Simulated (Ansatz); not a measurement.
Problem. Name a neutral molecule of C, F, N, O and H with LUMO energy (ωB97M-V/def2-TZVPP) between 2.25 and 2.55 eV and LUMO energy (PBE0/def2-TZVPP) between 0.85 and 1.15 eV (Ansatz, PBE0-D4/def2-TZVP geometry).

Solution. `NC(F)CO` (2.47 eV, 1.02 eV); `FC1NCO1` (2.31 eV, 0.88 eV); `NC1(F)CO1` (2.48 eV, 1.13 eV); `N/C(O)=C\F` (2.28 eV, 0.88 eV); `C/N=C(/O)F` (2.46 eV, 1.00 eV); `CNC(O)F` (2.42 eV, 1.01 eV). Other molecules can fit too; these were computed, each in one conformer that needn't be the lowest.
